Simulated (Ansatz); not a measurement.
Species: H4Si, SMILES `[SiH4]` (charge 0, multiplicity 1).

Question: Give a relaxed geometry from B3LYP-D3(BJ)/def2-SVP run with Ansatz (an electronic-structure program).

Answer: the end point of this relaxation (outside a Z-matrix the atoms follow the SMILES, hydrogens last).
Cartesian coordinates (Å) in one orientation:
```xyz
5

Si     0.000     0.000     0.000
H     -0.332    -0.645     1.303
H     -0.617     1.357    -0.055
H      1.480     0.121    -0.131
H     -0.531    -0.833    -1.117
```
